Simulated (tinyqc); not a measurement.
Inside a calculation. Method: CCSD on RHF in the sto-3g basis, for H2O, spin multiplicity 1. One step of it, computed by the program tinyqc.

Question. Iteration 8 (converged): orbitals. Diagonalise F' = X^T F X, C = X C', fill 5 alpha and 5 beta electrons from the bottom; D = 2 C_occ C_occ^T. Each column has its largest component positive (the first on a tie).

converged F (hartree), lower triangle:
```
             1O 1s      1O 2s     1O 2px     1O 2py     1O 2pz      2H 1s      3H 1s
1O 1s   -20.250376
1O 2s    -5.164369  -2.432389
1O 2px    0.000000   0.000000  -0.392907
1O 2py   -0.000918  -0.010313   0.000000  -0.272896
1O 2pz   -0.027765  -0.106728   0.000000  -0.011603  -0.318301
2H 1s    -1.079565  -0.952876   0.000000  -0.372151  -0.376434  -0.529565
3H 1s    -0.969837  -0.883884   0.000000   0.357663  -0.363317  -0.348989  -0.477279
```

X:
```
                1          2          3         4          5          6         7
1O 1s   -0.313699   0.066721   0.745804  0.000000   0.621424  -0.003398  0.153816
1O 2s    1.090292  -0.177947  -0.313718  0.000000   0.323194  -0.006724  0.418853
1O 2px   0.000000   0.000000   0.000000  1.000000   0.000000   0.000000  0.000000
1O 2py   0.169473   0.852590  -0.001902  0.000000  -0.007910   0.708128  0.011642
1O 2pz   0.544487  -0.090911   0.655162  0.000000  -0.617192  -0.008483  0.212173
2H 1s   -0.859495  -0.697453  -0.156785  0.000000  -0.129846   0.356196  0.389992
3H 1s   -0.514385   0.932188  -0.164938  0.000000  -0.132890  -0.383027  0.370779
```

Give: F' = X^T F X; orbital energies; coefficients C; D after iteration 8.

Answer.

F' = X^T F X (hartree), lower triangle:
```
        1        2        3        4        5        6        7
1  0.0811
2  0.1495   0.5991
3  1.7767  -0.4541  -8.7887
4  0.0000   0.0000   0.0000  -0.3929
5  1.3202  -0.3743  -8.9104   0.0000  -9.8650
6  0.0182   0.1218   0.0543   0.0000   0.0646  -0.5609
7  0.2302  -0.0934  -3.6845   0.0000  -4.0938   0.0208  -2.7994
```

orbital energies (hartree): MO1 -20.2589, MO2 -1.2450, MO3 -0.5733, MO4 -0.4608, MO5 -0.3929, MO6 0.5494, MO7 0.6547

coefficients C:
```
            MO1      MO2      MO3      MO4     MO5      MO6      MO7
1O 1s    0.9943  -0.2351   0.0089   0.1027  0.0000   0.1165   0.0289
1O 2s    0.0252   0.8563  -0.0475  -0.5285  0.0000  -0.7377  -0.1978
1O 2px   0.0000   0.0000   0.0000   0.0000  1.0000   0.0000   0.0000
1O 2py   0.0003   0.0103   0.6166  -0.0266  0.0000   0.1945  -0.9156
1O 2pz   0.0039   0.1136   0.0345   0.7411  0.0000  -0.7528  -0.1732
2H 1s   -0.0055   0.1603   0.4583   0.2866  0.0000   0.5704   0.9499
3H 1s   -0.0050   0.1440  -0.4435   0.3327  0.0000   0.8780  -0.6030
```

D after iteration 8, lower triangle:
```
          1O 1s    1O 2s  1O 2px   1O 2py  1O 2pz    2H 1s   3H 1s
1O 1s    2.1090
1O 2s   -0.4618   2.0307
1O 2px   0.0000   0.0000  2.0000
1O 2py   0.0011  -0.0128  0.0000   0.7621
1O 2pz   0.1072  -0.5918  0.0000   0.0055  1.1266
2H 1s   -0.0193  -0.0723  0.0000   0.5533  0.4928   0.6358
3H 1s   -0.0171  -0.0631  0.0000  -0.5617  0.4952  -0.1695  0.6563
```
